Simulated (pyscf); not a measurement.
Structures and frequencies: ωB97X-D3(BJ)/def2-SVP in PySCF.

Task: F–SiH₂–O–SiH₃ (SMILES F[SiH2]O[SiH3]) + HCl (SMILES Cl) → F–SiH₂–O–SiH₂–Cl (SMILES F[SiH2]O[SiH2]Cl) + H₂ (SMILES [H][H])
Surface: singlet. Broken: H–Si, Cl–H. Formed: Cl–Si, H–H. Give ΔE‡ and ΔE from ωB97M-D3(BJ)/def2-TZVP, relative to the separated reactants.

Result: ΔE‡ = 136.5 kJ/mol, ΔE = -89.9 kJ/mol. Zero-point energy shifts the barrier by +4.6 kJ/mol. It is a four-centre exchange, with an imaginary mode of 900i cm⁻¹. On the reactant side the descent ends in a complex (not fully relaxed), 18.6 kJ/mol under the separated species and 149.5 kJ/mol under the saddle at ωB97X-D3(BJ)/def2-TZVP. This is the saddle that the search found; another between the same sides may lie lower.
